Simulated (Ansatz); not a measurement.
# H2S with N2: structure and interaction energy

How do H2S and N2 sit together, how strongly do they interact, and which methods get it right?

Program: Ansatz 0.2.0, Gaussian basis. Level of theory: PBE0-D4 structure, single points in def2-TZVPPD. These are calculated values, not measurements.

Levels: PBE-D4, revPBE-D4, BLYP-D4, r2SCAN-D4, B97M-V, PBE0-D4, B3LYP-D4, HSE06-D4, wB97X-V, wB97M-V, B2PLYP, Hartree-Fock, MP2, CCSD, CCSD(T). The reference is CCSD(T) extrapolated to the basis limit.

Cores are frozen in the correlated methods. B3LYP uses VWN-RPA correlation. B2PLYP carries no dispersion term here.

164 further runs of the same task are left out: 164 set aside as unsound or not needed.

## (1) The starting structure

The pair, from a GFN2-xTB docking trial: 5 atoms, charge 0, spin multiplicity 1.

Atoms are counted from 1 here; the program's logs count them from 0.

Bond lengths: S1–H2 1.327 Å, S1–H3 1.326 Å, N4–N5 1.098 Å. Angles: H2–S1–H3 92.4°.

As a file:

```xyz
5

S     0.5104   -0.1143   -1.1795
H     0.2129    0.8429   -2.0497
H    -0.6743   -0.6922   -1.3266
N     0.1233   -0.4889    2.5191
N    -0.1723    0.4524    2.0367
```

Atoms 1 to 3 are fragment A (H2S), the rest fragment B (N2).

## (2) A first relaxation in a small basis

pre/in.yaml

```yaml
crystal:
  periodic: [false, false, false]
  atoms:
    - {symbol: S, position_ang: [0.510400, -0.114300, -1.179500]}
    - {symbol: H, position_ang: [0.212900, 0.842900, -2.049700]}
    - {symbol: H, position_ang: [-0.674300, -0.692200, -1.326600]}
    - {symbol: N, position_ang: [0.123300, -0.488900, 2.519100]}
    - {symbol: N, position_ang: [-0.172300, 0.452400, 2.036700]}
basis:
  gaussian: {orbitals: def2-SVP}
hamiltonian: {xc: pbe, dispersion: d4}
relax: {f_tol: 0.03, max_steps: 250}
```

Command:

```sh
ansatz run in.yaml --threads 2 --pin off --events-out ev --progress --plain --max-ram 5222MiB
```

After this run come: Relaxation at PBE0-D4; PBE-D4/def2-TZVPPD; r2SCAN-D4/def2-TZVPPD; PBE0-D4/def2-TZVPPD; B3LYP-D4/def2-TZVPPD; wB97X-V/def2-TZVPPD; wB97M-V/def2-TZVPPD; B2PLYP/def2-TZVPPD; BLYP-D4/def2-TZVPPD; revPBE-D4/def2-TZVPPD; B97M-V/def2-TZVPPD; HSE06-D4/def2-TZVPPD; CCSD(T)/def2-TZVPPD; MP2/def2-QZVPPD; Hartree-Fock/STO-3G; PBE-D4/STO-3G; B3LYP-D4/6-31G; SPW92/def2-SVP; PBE-D4/def2-SVP; PBE0-D4/def2-SVP; wB97M-V/def2-SVP; CCSD(T)/def2-SVP; Vibrations of the pair.

Q: Predict the outcome of this session. Wanted: interaction energy, CCSD(T)/CBS; of it Hartree-Fock; D4 term of PBE0-D4; shortest contact; lowest wavenumber.

**Answer**, as computed:

| quantity | value |
| --- | --- |
| interaction energy, CCSD(T)/CBS | -23.4 meV |
| of it Hartree-Fock (basis limit) | +12.7 meV |
| D4 term of PBE0-D4 | -16.5 meV |
| shortest contact | H2–N5 2.84 Å |
| lowest wavenumber | 13 cm⁻¹ |

**Reading.** The pair is bound by 23.4 meV at fixed fragment shapes. Hartree-Fock doesn't bind it at this geometry, so correlation, mostly dispersion, holds it together. Among the functionals wB97X-V lands nearest to CCSD(T)/CBS (-0.2 meV) and B2PLYP farthest (+15.2 meV). By rung, the mean size of the error is: GGA 5.8, meta-GGA 2.6, hybrid 3.2, screened hybrid 4.8, range-separated hybrid 1.5, double hybrid 15.2 meV. PBE-D4 gives an interaction energy 9.4 meV too low, an error of 40 % of the reference. CCSD(T) moves by -3.7 meV from triple zeta to the limit; gaps between functionals far smaller than that don't rank them. A lower arrangement may exist.
